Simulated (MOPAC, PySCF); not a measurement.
Stepwise substitution at one centre (C NH2-H). Isolated molecules, 0 K electronic values unless said otherwise. One relaxed conformer stands for each flexible species; it need not be the lowest. Strings in code marks are SMILES.

Quantity: vertical ionisation energy (energy after one electron is removed minus that of the parent at the parent's geometry), in eV.

Level 1: B3LYP/6-31G* // r2SCAN-D4/def2-TZVP (PySCF)
Level 2: PBE/6-31G* // r2SCAN-D4/def2-TZVP (PySCF)
Level 3: minus the HOMO energy of AM1 // r2SCAN-D4/def2-TZVP (MOPAC)
Level 4: minus the HOMO energy of HF/6-31G* // r2SCAN-D4/def2-TZVP (PySCF)

```tsv
species	level 1	level 2	level 3	level 4
`CN`	9.44	9.28	9.97	10.51
`C`	14.15	13.93	13.43	14.83
```
